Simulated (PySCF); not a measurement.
First hyperpolarisability: `C(C[C@H](C)N)N`, C4H12N2

Cartesian coordinates in Å; atom numbers follow the order of the lines, from 1:
```xyz
18

C    -1.703    0.779    0.211
C    -0.965   -0.277   -0.611
N    -1.660   -1.554   -0.679
C     0.451   -0.528   -0.102
C     1.402    0.652   -0.213
N     2.712    0.295    0.295
H    -1.198    1.757    0.193
H    -1.782    0.461    1.265
H    -2.725    0.929   -0.172
H    -0.885    0.096   -1.650
H    -1.742   -1.945    0.260
H    -2.615   -1.418   -1.007
H     0.418   -0.851    0.954
H     0.856   -1.381   -0.673
H     1.022    1.493    0.391
H     1.399    1.010   -1.267
H     3.352    1.083    0.225
H     3.114   -0.450   -0.271
```

Computed, not measured: quadratic response CAM-B3LYP/def2-TZVPD first hyperpolarisability, Taylor convention, gas phase (PySCF). Geometry: PBE0-D3(BJ)/def2-SVP.

Task: What is the first hyperpolarisability, and how does it disperse?

Result: In 10⁻³⁰ esu, Taylor convention; the vector part is βᵢ = ⅓ Σⱼ (βᵢⱼⱼ + βⱼᵢⱼ + βⱼⱼᵢ); β∥ is 3/5 of the vector part along the dipole, the dipole points from − to +:
| process | λ (nm) | β vector norm | β∥ | β HRS | depolarisation ratio |
| --- | --- | --- | --- | --- | --- |
| static β(0;0,0) | ∞ | 0.55 | -0.20 | 0.28 | 3.08 |
| second harmonic β(−2ω;ω,ω) | 1907 | 0.57 | -0.20 | 0.29 | 3.08 |
| Pockels β(−ω;ω,0) | 1907 | 0.56 | -0.20 | – | – |
| second harmonic β(−2ω;ω,ω) | 1064 | 0.63 | -0.22 | 0.32 | 3.06 |
| Pockels β(−ω;ω,0) | 1064 | 0.57 | -0.20 | – | – |

Task: Which lowest excitations, dipole and polarisabilities go with it?

Result: S1 5.99 eV (f = 0.012); S2 6.15 eV (f = 0.036); S3 6.98 eV (f = 0.005); dipole 1.37 D; isotropic α 71.1 au static, 71.2 au at 1907 nm, 71.6 au at 1064 nm, 71.7 au at 953.5 nm, 73.2 au at 532 nm.
